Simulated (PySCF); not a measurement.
Species: C₅H₉O (doublet state).
Structure used (GFN2-xTB), in Å, numbered top down from 1:
```xyz
15
C5H9O angstrom
C      2.215    0.608    0.784
C      1.209    0.977    0.062
C      0.522    0.117   -0.994
C     -0.599   -0.727   -0.359
C     -1.706    0.147    0.236
O     -0.079   -1.622    0.593
H      2.872   -0.225    0.879
H      0.752    1.949    0.208
H      0.107    0.756   -1.773
H      1.253   -0.561   -1.437
H     -1.030   -1.369   -1.138
H     -2.489   -0.487    0.644
H     -1.313    0.767    1.039
H     -2.136    0.786   -0.530
H      0.418   -1.108    1.245
```

The hyperfine couplings belong to this conformer and change with its torsions.

Identity: `[H]/[C]=C\C[C@H](C)O` [radical].

Theory: UKS B3LYP, pcH-1 on C H O, non-relativistic, mean-field spin-orbit, GIAO (PySCF). The structure is a single GFN2-xTB conformer in the gas phase; no vibrational or solvent corrections. A GFN2-xTB geometry isn't a minimum of the functional, and hyperfine couplings can be far from their values at a DFT geometry. No stability test was run, so a lower SCF solution isn't excluded.

Break the g tensor into its mass correction, gauge correction and orbital-Zeeman/spin–orbit terms.

| Δg (ppm) | 1 | 2 | 3 |
| --- | --- | --- | --- |
| relativistic mass correction | -148 | -148 | -148 |
| gauge correction | 32 | 5 | -30 |
| orbital Zeeman/spin–orbit | -649 | 55 | 561 |
| total | -764 | -88 | 383 |

So g = 2.00156, 2.00223, 2.00270 and g_iso = 2.00216; the tensor is rhombic: the two nearest values differ by 41 % of g3 − g1. Axes: g1 points within 14° of the C1–H7 bond and g2 points within 9° of the C2–C3 bond.

At 9.764 GHz, how far is the centre of the isotropic spectrum from where a free electron (g = 2.002319) resonates?

B = hν/(g μB) with μB/h = 13.99624 MHz/mT gives 348.40 mT for the free electron and 348.43 mT at g_iso, 0.03 mT higher.

Average each term over the three axes. Which is largest in size?

The mass correction -148, the orbital-Zeeman/spin–orbit term -11 and the gauge correction 2 ppm, for a total of -156 ppm. The mass correction is the largest in size. The mass correction is the same along every axis, so the anisotropy comes from the other two: their spans along these axes are 62 (gauge) and 1210 ppm (orbital Zeeman/spin–orbit).

In a frozen sample, at which fields do the three g values resonate at 9.5, 34, 94 and 263 GHz (hyperfine left aside), and which band first spreads them over more than twice a line width of 1.0 mT?

```json
{"band": "X", "GHz": "9.5", "B(g3) mT": "338.92", "B(g2) mT": "339.00", "B(g1) mT": "339.11", "spread mT": "0.19"}
{"band": "Q", "GHz": "34.0", "B(g3) mT": "1212.97", "B(g2) mT": "1213.26", "B(g1) mT": "1213.67", "spread mT": "0.70"}
{"band": "W", "GHz": "94.0", "B(g3) mT": "3353.51", "B(g2) mT": "3354.30", "B(g1) mT": "3355.43", "spread mT": "1.92"}
{"band": "J", "GHz": "263.0", "B(g3) mT": "9382.70", "B(g2) mT": "9384.91", "B(g1) mT": "9388.08", "spread mT": "5.38"}
```

The spread grows in proportion to the frequency. J band is the first where it exceeds 2.0 mT.

Largest spin populations (Mulliken): C1 (+1.03), C2 (-0.17) and C3 (+0.08). No atom but C1 exceeds +0.15.

The HOMO–LUMO gaps are 6.35 eV among the α and 5.01 eV among the β orbitals.
